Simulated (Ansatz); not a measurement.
# How far each method lies from RCCSDTQ for CH2O, singlet

Geometry: MP2(full)/6-31G*, from the G2/97 set.

```tsv
atom	x (Å)	y (Å)	z (Å)
O	0.0000	0.0000	0.6094
C	0.0000	0.0000	-0.6107
H	0.0000	0.9344	-1.1982
H	0.0000	-0.9344	-1.1982
```

Basis 6-31G; Ansatz 0.2.0. Only valence electrons are correlated (noble-gas cores frozen), which leaves 12 electrons in 20 orbitals. Prefix R: restricted or restricted open-shell reference; prefix U: unrestricted. Active spaces: valence = (12e, 10o) chosen from the atoms' valence shells.

Full CI isn't at hand for all of this; RCCSDTQ serves as the reference, and is uncertain by about the last step of the cluster series. The frozen core follows each run's orbitals, which can shift R against U totals by a few meV.

The UHF ⟨S²⟩ is 0.095 and the T1 diagnostic (RCCSD) is 0.0164. The largest doubles amplitude (RCCSD) is 0.151.

```csv
level,E − E(RHF) (eV)
UHF,-0.0094
RMP2,-5.9701
RCCSD,-6.2442
RCCSD(T),-6.4086
```

Question: Estimate how far RCCSDTQ in 6-31G lies from RCCSD(T). The table doesn't fix it; the size of (T) and the diagnostics are the guide.

Answer: RCCSDTQ in 6-31G lies 1.22 mEh below RCCSD(T), which is 20 % of the (T) step (-6.04 mEh). A doubles amplitude is large, RHF is unstable towards spin polarisation, but (T) still catches most of what CCSD lacks.

The other levels:

```csv
level,E − E(RCCSDTQ) (mEh),share of correlation (%),wall time
CISD,23.10,90.24,0.52 s
BCCD(T),1.22,99.48,0.28 s
RCCSDT,0.81,99.66,–
CISDTQ,1.26,99.47,8 s
RCCSDT(Q),-0.12,100.05,1.1 s
CASSCF (valence space),94.70,60.00,–
NEVPT2 (valence space),17.67,92.54,3.9 s
MRCISD (valence space),3.77,98.41,–
MRCISD+Q (valence space),0.87,99.63,7 s
```

The correlation energy at RCCSDTQ, counted from RHF, is -6.442 eV. That run took 19 s on 1 thread of AMD EPYC 7R13, shared host.

Times hold each run's SCF and search for its determinant on a shared host, so for small cases they say little of a method's own cost; they ran on 1 thread of AMD EPYC 7R13.

Natural occupations of CASSCF (valence space) about the gap: 1.987 1.985 1.980 1.974 1.925 0.078 0.028 0.026 0.020; effectively unpaired electrons, Σ n²(2−n)², 0.06.

Atomization energy (electronic, same basis, no zero-point term; atoms at the same level, unrestricted beside the R rows where the molecule is a closed shell, with restricted open-shell steps beyond CCSDT(Q)) at RCCSDTQ: 1296.7 kJ/mol. Errors of other levels:

| level | error (kJ/mol) |
| --- | --- |
| RHF | -370.2 |
| UHF | -369.3 |
| RMP2 | 13.8 |
| CISD | -55.6 |
| RCCSD | -16.7 |
| RCCSD(T) | -2.6 |
| BCCD(T) | -2.4 |
| RCCSDT | -2.1 |
| CISDTQ | -3.1 |
| RCCSDT(Q) | 0.3 |
| CASSCF (valence space) | -38.3 |
| NEVPT2 (valence space) | 19.0 |
| MRCISD (valence space) | -6.1 |
| MRCISD+Q (valence space) | -2.1 |

This basis is far from its limit, so the value isn't to be set against a measured one. Truncated CI isn't size-consistent, which counts against it in atomization.
